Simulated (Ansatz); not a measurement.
A made-up structure of CH$_{3}$AlO, closed shell:

C1  (-0.009, -0.323, -0.756)
O2  (0.229, -0.977, 0.557)
Al3  (-0.050, 0.684, 0.833)
H4  (0.596, -1.611, 1.192)
H5  (0.860, -0.376, -1.413)
H6  (-0.126, 1.690, 2.033)
(Å)

It is relaxed with PBE-D4/def2-SVP and then PBE0-D4/def2-TZVP (Ansatz 0.2.0). Atoms count as bonded within 1.22 times the sum of their covalent radii (H–H: 0.88 Å). The end point is not checked to be a true minimum.

**Question.** Does its bonding change? (A judgement: the text doesn't fix the answer.)

**Answer.** The calculation gives: Yes. Formed: none; broken: O2–Al3.

Where it ends: The first stage lowers the energy by 2.23 eV in 19 steps. It ends as CH₃AlO ([OH][CH][AlH]):
C1  (0.216, -0.363, 0.203)
O2  (0.471, -1.578, 0.714)
Al3  (0.527, 1.348, 0.998)
H4  (0.742, -2.201, 0.032)
H5  (0.295, -0.341, -0.896)
H6  (-0.752, 2.222, 1.396)
(Å)

Labels in which every atom is bracketed show which atoms are joined, not bond orders.

For scale, one of the runs: PBE0-D4/def2-TZVP relaxation, 117 basis functions, launched by `ansatz run in.yaml --threads 2 --pin off --events-out ev --progress --plain --max-ram 4352MiB`. Hardware: 2 CPU threads of an Intel Xeon Platinum 8488C, shared host. Wall time about 11 s.
